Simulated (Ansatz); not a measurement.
Basis sets compared for the cluster B3H6. Charge 0, multiplicity 2. Geometry PBE-D4/def2-TZVP. Ansatz on 4 threads of Arm Neoverse V1 on a shared host; times are rough, and most runs start from earlier orbitals.

```xyz
9

B     0.6596   -0.2481    0.4656
B    -0.1801   -0.0704   -1.0471
B    -0.9089    0.4798    0.2786
H     0.7386   -1.3489    0.9658
H    -1.9674    1.0066    0.3850
H    -0.5629   -0.0547   -2.1707
H     0.9500   -0.6021   -0.9604
H    -0.3419    0.3730    1.3896
H     1.6128    0.4647    0.6937
```

The structure comes from a short search, and lower isomers may exist.

Binding counts from free atoms (B doublet, H doublet) in the same basis, without a counterpoise term.

| level | functions | energy (Eh) | HOMO (eV) | LUMO (eV) | binding per atom (eV) | wall time |
| --- | --- | --- | --- | --- | --- | --- |
| HF/STO-3G | 21 | -76.4286 | -6.38 | 4.86 | 3.57 | 0.1 s |
| HF/6-31G | 39 | -77.3704 | -7.94 | 1.44 | 2.49 | 0.15 s |
| HF/def2-TZVP | 129 | -77.4475 | -8.17 | 1.06 | 2.58 | 0.45 s |
| PBE-D4/def2-SVP | 72 | -77.8611 | -4.94 | -3.72 | 3.40 | 0.7 s |
| PBE-D4/def2-TZVP | 129 | -77.9479 | -5.01 | -3.79 | 3.39 | 1.1 s |
| r2SCAN-D4/def2-TZVP | 129 | -78.0307 | -5.30 | -3.35 | 3.39 | 2.2 s |
| PBE0-D4/def2-SVP | 72 | -77.8886 | -5.95 | -2.76 | 3.38 | 0.75 s |
| PBE0-D4/def2-TZVP | 129 | -77.9716 | -5.99 | -2.79 | 3.36 | 2.1 s |

(1) Estimate the rows for PBE-D4/def2-TZVPD, r2SCAN-D4/def2-TZVPD, PBE0-D4/def2-TZVPD.

## Answers

(1) 
```tsv
level	functions	energy (Eh)	HOMO (eV)	LUMO (eV)	binding per atom (eV)	wall time
PBE-D4/def2-TZVPD	165	-77.9482	-5.02	-3.80	3.39	1.9 s
r2SCAN-D4/def2-TZVPD	165	-78.0309	-5.30	-3.35	3.39	3.4 s
PBE0-D4/def2-TZVPD	165	-77.9718	-5.99	-2.80	3.36	2.1 s
```
